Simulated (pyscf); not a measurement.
HO–SiH₂–O–SiH₂–OH → HO–SiH₂–O–SiH₂–OH (concerted two-bond exchange; singlet surface; O–Si, O–Si broken, O–Si, O–Si formed). Single points on ωB97X-D3(BJ)/def2-SVP structures (PySCF, gas phase). Energies in eV from the reactant's lowest minimum found.

```tsv
level	barrier	reaction energy
ωB97X-D3(BJ)/def2-TZVP	2.95	0.00
r²SCAN/def2-TZVP	2.96	0.00
B3LYP-D3(BJ)/def2-TZVP	3.13	0.00
PBE0-D3(BJ)/def2-TZVP	2.93	0.00
M06-2X/def2-TZVP	(withheld)	0.00
HF/def2-TZVP	(withheld)	0.00
```

**Question.** Fill in the missing entries.

**Answer.** 
- M06-2X/def2-TZVP, barrier: 3.05
- HF/def2-TZVP, barrier: 3.77

The functionals in the table span 0.20 eV in this barrier, from PBE0-D3(BJ) to B3LYP-D3(BJ). At the saddle there is also a short Si–Si contact that neither side keeps. The same reactants have a lower exit, to cyclic H₄O₃Si₂ (SMILES O[SiH]1O[SiH2]O1) + H₂ (barrier +2.35 eV at ωB97M-D3(BJ), against +2.98 eV here). This is the saddle that the search found; another between the same sides may lie lower.
